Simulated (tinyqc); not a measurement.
UKS/LDA (PW92) in the sto-3g basis, for H2O, spin multiplicity 3, step by step. One step of it, computed by the program tinyqc.

Task: Iteration 2: building the Kohn-Sham matrix. J_ij = sum D_kl (ij|kl) with D = D(alpha) + D(beta); F = H + J + V_xc; E = tr D H + tr D J / 2 + E_xc + E_nn.

D(alpha) after iteration 1:
```
            1O 1s      1O 2s    1O 2px     1O 2py     1O 2pz      2H 1s      3H 1s
1O 1s    1.062888  -0.273819  0.000000  -0.017859  -0.009797   0.050965   0.038386
1O 2s   -0.273819   1.208945  0.000000   0.083620   0.067018  -0.315545  -0.258991
1O 2px   0.000000   0.000000  1.000000   0.000000   0.000000   0.000000   0.000000
1O 2py  -0.017859   0.083620  0.000000   0.081768   0.153584   0.057250  -0.219292
1O 2pz  -0.009797   0.067018  0.000000   0.153584   1.017384  -0.193932  -0.081358
2H 1s    0.050965  -0.315545  0.000000   0.057250  -0.193932   1.057609   0.092745
3H 1s    0.038386  -0.258991  0.000000  -0.219292  -0.081358   0.092745   0.938472
```

D(beta) after iteration 1:
```
            1O 1s      1O 2s    1O 2px     1O 2py     1O 2pz      2H 1s      3H 1s
1O 1s    1.061472  -0.266143  0.000000  -0.017773   0.023338   0.041478   0.023003
1O 2s   -0.266143   1.167232  0.000000   0.079826  -0.116963  -0.261355  -0.177105
1O 2px   0.000000   0.000000  0.000000   0.000000   0.000000   0.000000   0.000000
1O 2py  -0.017773   0.079826  0.000000   0.106860  -0.048041   0.129751  -0.249079
1O 2pz   0.023338  -0.116963  0.000000  -0.048041   0.080685   0.153550   0.206665
2H 1s    0.041478  -0.261355  0.000000   0.129751   0.153550   0.921975   0.027772
3H 1s    0.023003  -0.177105  0.000000  -0.249079   0.206665   0.027772   0.751785
```

core Hamiltonian H = T + V (hartree):
```
             1O 1s      1O 2s     1O 2px     1O 2py     1O 2pz      2H 1s      3H 1s
1O 1s   -32.396908  -7.536111   0.000000   0.000117  -0.008601  -0.674116  -0.692942
1O 2s    -7.536111  -9.024828   0.000000   0.001426  -0.107849  -1.783384  -1.824535
1O 2px    0.000000   0.000000  -7.196939   0.000000   0.000000   0.000000   0.000000
1O 2py    0.000117   0.001426   0.000000  -7.268721   0.000597  -1.175953   1.200083
1O 2pz   -0.008601  -0.107849   0.000000   0.000597  -7.228771  -0.801859  -0.817738
2H 1s    -0.674116  -1.783384   0.000000  -1.175953  -0.801859  -3.791154  -0.416840
3H 1s    -0.692942  -1.824535   0.000000   1.200083  -0.817738  -0.416840  -3.817948
```

Two-electron integrals (ij|kl) in chemists' order, unique and non-zero (hartree):
```
(11|11) 4.785065    (21|11) 0.741380    (21|21) 0.136873    (22|11) 1.118947
(22|21) 0.256633    (22|22) 0.817206    (31|31) 0.024477    (32|31) 0.037809
(32|32) 0.180518    (33|11) 1.115814    (33|21) 0.256684    (33|22) 0.817023
(33|33) 0.880159    (41|41) 0.024477    (42|41) 0.037809    (42|42) 0.180518
(43|43) 0.047444    (44|11) 1.115814    (44|21) 0.256684    (44|22) 0.817023
(44|33) 0.785270    (44|44) 0.880159    (51|51) 0.024477    (52|51) 0.037809
(52|52) 0.180518    (53|53) 0.047444    (54|54) 0.047444    (55|11) 1.115814
(55|21) 0.256684    (55|22) 0.817023    (55|33) 0.785270    (55|44) 0.785270
(55|55) 0.880159    (61|11) 0.066403    (61|21) 0.012171    (61|22) 0.022728
(61|33) 0.022688    (61|41) 0.000437    (61|42) 0.000831    (61|44) 0.022774
(61|51) 0.000291    (61|52) 0.000553    (61|54) 0.000057    (61|55) 0.022726
(61|61) 0.001095    (62|11) 0.191992    (62|21) 0.044721    (62|22) 0.161710
(62|33) 0.158814    (62|41) 0.002750    (62|42) 0.022777    (62|44) 0.164718
(62|51) 0.001832    (62|52) 0.015171    (62|54) 0.003932    (62|55) 0.161433
(62|61) 0.004059    (62|62) 0.042766    (63|31) 0.004288    (63|32) 0.026359
(63|43) 0.004498    (63|53) 0.002996    (63|63) 0.005556    (64|11) 0.126429
(64|21) 0.029793    (64|22) 0.115146    (64|33) 0.110216    (64|41) 0.005850
(64|42) 0.041259    (64|44) 0.123134    (64|51) 0.001041    (64|52) 0.009925
(64|54) 0.005609    (64|55) 0.111956    (64|61) 0.002797    (64|62) 0.037118
(64|64) 0.037450    (65|11) 0.084211    (65|21) 0.019844    (65|22) 0.076696
(65|33) 0.073412    (65|41) 0.001041    (65|42) 0.009925    (65|44) 0.076025
(65|51) 0.004981    (65|52) 0.032969    (65|54) 0.006238    (65|55) 0.080563
(65|61) 0.001863    (65|62) 0.024723    (65|64) 0.021243    (65|65) 0.019706
(66|11) 0.386117    (66|21) 0.091328    (66|22) 0.380772    (66|33) 0.367801
(66|41) 0.006055    (66|42) 0.071507    (66|44) 0.394502    (66|51) 0.004033
(66|52) 0.047629    (66|54) 0.017785    (66|55) 0.379647    (66|61) 0.008316
(66|62) 0.138208    (66|64) 0.137508    (66|65) 0.091591    (66|66) 0.774606
(71|11) 0.068256    (71|21) 0.012511    (71|22) 0.023363    (71|33) 0.023321
(71|41) -0.000450   (71|42) -0.000857   (71|44) 0.023410    (71|51) 0.000300
(71|52) 0.000570    (71|54) -0.000059   (71|55) 0.023361    (71|61) 0.001108
(71|62) 0.004035    (71|64) 0.002593    (71|65) 0.001856    (71|66) 0.008236
(71|71) 0.001157    (72|11) 0.196580    (72|21) 0.045787    (72|22) 0.165461
(72|33) 0.162496    (72|41) -0.002819   (72|42) -0.023298   (72|44) 0.168543
(72|51) 0.001877    (72|52) 0.015511    (72|54) -0.004026   (72|55) 0.165176
(72|61) 0.004019    (72|62) 0.032911    (72|64) 0.020294    (72|65) 0.018414
(72|66) 0.082772    (72|71) 0.004272    (72|72) 0.044674    (73|31) 0.004399
(73|32) 0.027007    (73|43) -0.004606   (73|53) 0.003067    (73|63) 0.004068
(73|73) 0.005816    (74|11) -0.129170   (74|21) -0.030438   (74|22) -0.117556
(74|33) -0.112510   (74|41) 0.006000    (74|42) 0.042239    (74|44) -0.125734
(74|51) -0.001066   (74|52) -0.010141   (74|54) 0.005737    (74|55) -0.114288
(74|61) -0.002577   (74|62) -0.020232   (74|64) -0.008849   (74|65) -0.011162
(74|66) -0.049158   (74|71) -0.002939   (74|72) -0.038683   (74|74) 0.038974
(75|11) 0.085998    (75|21) 0.020265    (75|22) 0.078266    (75|33) 0.074907
(75|41) -0.001066   (75|42) -0.010141   (75|44) 0.077577    (75|51) 0.005109
(75|52) 0.033759    (75|54) -0.006384   (75|55) 0.082224    (75|61) 0.001844
(75|62) 0.018376    (75|64) 0.011167    (75|65) 0.014194    (75|66) 0.049835
(75|71) 0.001957    (75|72) 0.025754    (75|74) -0.022076   (75|75) 0.020514
(76|11) 0.040808    (76|21) 0.009595    (76|22) 0.037796    (76|33) 0.036973
(76|41) 1.30e-06    (76|42) 0.000019    (76|44) 0.037746    (76|51) 0.000617
(76|52) 0.006169    (76|54) 3.35e-06    (76|55) 0.038626    (76|61) 0.000860
(76|62) 0.009842    (76|64) 0.007553    (76|65) 0.006451    (76|66) 0.033952
(76|71) 0.000884    (76|72) 0.010038    (76|74) -0.007671   (76|75) 0.006562
(76|76) 0.002977    (77|11) 0.389460    (77|21) 0.092115    (77|22) 0.383828
(77|33) 0.370640    (77|41) -0.006152   (77|42) -0.072465   (77|44) 0.397792
(77|51) 0.004096    (77|52) 0.048245    (77|54) -0.018077   (77|55) 0.382675
(77|61) 0.008081    (77|62) 0.081514    (77|64) 0.048508    (77|65) 0.049213
(77|66) 0.234471    (77|71) 0.008624    (77|72) 0.141898    (77|74) -0.140793
(77|75) 0.093736    (77|76) 0.033952    (77|77) 0.774606
```

nuclear repulsion = 6.48799235 hartree

V_xc(alpha) (hartree):
```
            1O 1s      1O 2s     1O 2px     1O 2py     1O 2pz      2H 1s      3H 1s
1O 1s   -2.931281  -0.414393   0.000000  -0.001534  -0.000430  -0.037379  -0.038303
1O 2s   -0.414393  -0.773867   0.000000  -0.008115  -0.011417  -0.153404  -0.154979
1O 2px   0.000000   0.000000  -0.788487   0.000000   0.000000   0.000000   0.000000
1O 2py  -0.001534  -0.008115   0.000000  -0.721649  -0.009532  -0.112822   0.111398
1O 2pz  -0.000430  -0.011417   0.000000  -0.009532  -0.796273  -0.080686  -0.080382
2H 1s   -0.037379  -0.153404   0.000000  -0.112822  -0.080686  -0.526295  -0.035516
3H 1s   -0.038303  -0.154979   0.000000   0.111398  -0.080382  -0.035516  -0.513884
```

V_xc(beta) (hartree):
```
            1O 1s      1O 2s     1O 2px     1O 2py     1O 2pz      2H 1s      3H 1s
1O 1s   -2.895748  -0.387892   0.000000  -0.001877   0.002180  -0.035064  -0.035950
1O 2s   -0.387892  -0.645972   0.000000  -0.011017   0.000577  -0.135380  -0.136873
1O 2px   0.000000   0.000000  -0.627196   0.000000   0.000000   0.000000   0.000000
1O 2py  -0.001877  -0.011017   0.000000  -0.646221   0.005874  -0.105866   0.104605
1O 2pz   0.002180   0.000577   0.000000   0.005874  -0.648448  -0.070536  -0.071920
2H 1s   -0.035064  -0.135380   0.000000  -0.105866  -0.070536  -0.511520  -0.032575
3H 1s   -0.035950  -0.136873   0.000000   0.104605  -0.071920  -0.032575  -0.492845
```

E_xc = sum of w rho eps_xc = -8.33821836 hartree

Give: Coulomb J; F(alpha); F(beta); total energy of this density.

Result:

Coulomb J (hartree):
```
          1O 1s   1O 2s  1O 2px   1O 2py  1O 2pz   2H 1s    3H 1s
1O 1s   15.8181  2.9181  0.0000   0.0077  0.0105  0.2603   0.2672
1O 2s    2.9181  7.1644  0.0000   0.0420  0.1485  1.4900   1.5065
1O 2px   0.0000  0.0000  7.1302   0.0000  0.0000  0.0000   0.0000
1O 2py   0.0077  0.0420  0.0000   7.1577  0.0083  1.0994  -1.0924
1O 2pz   0.0105  0.1485  0.0000   0.0083  7.1819  0.7597   0.7632
2H 1s    0.2603  1.4900  0.0000   1.0994  0.7597  4.3189   0.3687
3H 1s    0.2672  1.5065  0.0000  -1.0924  0.7632  0.3687   4.2099
```

F(alpha) (hartree):
```
           1O 1s    1O 2s   1O 2px   1O 2py   1O 2pz    2H 1s    3H 1s
1O 1s   -19.5101  -5.0324   0.0000   0.0063   0.0015  -0.4512  -0.4640
1O 2s    -5.0324  -2.6343   0.0000   0.0353   0.0292  -0.4468  -0.4730
1O 2px    0.0000   0.0000  -0.8553   0.0000   0.0000   0.0000   0.0000
1O 2py    0.0063   0.0353   0.0000  -0.8326  -0.0007  -0.1894   0.2191
1O 2pz    0.0015   0.0292   0.0000  -0.0007  -0.8431  -0.1229  -0.1349
2H 1s    -0.4512  -0.4468   0.0000  -0.1894  -0.1229   0.0015  -0.0837
3H 1s    -0.4640  -0.4730   0.0000   0.2191  -0.1349  -0.0837  -0.1219
```

F(beta) (hartree):
```
           1O 1s    1O 2s   1O 2px   1O 2py   1O 2pz    2H 1s    3H 1s
1O 1s   -19.4746  -5.0059   0.0000   0.0060   0.0041  -0.4489  -0.4617
1O 2s    -5.0059  -2.5064   0.0000   0.0324   0.0412  -0.4288  -0.4549
1O 2px    0.0000   0.0000  -0.6940   0.0000   0.0000   0.0000   0.0000
1O 2py    0.0060   0.0324   0.0000  -0.7572   0.0147  -0.1824   0.2123
1O 2pz    0.0041   0.0412   0.0000   0.0147  -0.6953  -0.1127  -0.1264
2H 1s    -0.4489  -0.4288   0.0000  -0.1824  -0.1127   0.0162  -0.0808
3H 1s    -0.4617  -0.4549   0.0000   0.2123  -0.1264  -0.0808  -0.1009
```

total energy of this density = -73.692446 hartree
